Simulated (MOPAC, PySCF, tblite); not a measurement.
Rock-salt LiBr, band gap

Reference value: 7.6 eV (measured, temperature not stated, no zero-point or thermal correction; as tabulated in Abedi et al. (2022), arXiv:2211.14644).

```
level (code)                               value (eV)  cell (Å³/atom)  difference (eV)
---------------------------------------  ------------  --------------  ---------------
GFN1-xTB (tblite)                                2.02           20.19            -5.58
IPEA1-xTB (tblite)                               4.81           18.42            -2.79
PM7 semi-empirical Hartree-Fock (MOPAC)         12.06           20.46            +4.46
Hartree–Fock (PySCF)                     13.12 ± 0.08           20.81            +5.52
```

Computed values are for a static lattice; measured ones hold zero-point and thermal shifts unless a correction is named. Spin–orbit coupling is included only where a level's name says +SOC; with heavier elements it mostly lowers gaps and can invert bands.  A ± on a computed value is a rough bar: the spread of its extrapolation, a floor set from checks against published values, or a statistical error. GFN1-xTB, IPEA1-xTB, PM7 semi-empirical Hartree-Fock (MOPAC): the gap is read on the k mesh or supercell of the run alone and can be too large. GFN1-xTB, PM7 semi-empirical Hartree-Fock (MOPAC): the method was fitted mainly to molecules. IPEA1-xTB: this parameter set was refitted to ionisation energies, not structures. PM7 semi-empirical Hartree-Fock (MOPAC): gaps of these semi-empirical methods are Hartree–Fock-like level differences, and their formation enthalpies are fitted 298 K values. Values are at the level's own relaxed cell; Hartree–Fock at the measured cell.

Differences are worked out from the printed values.
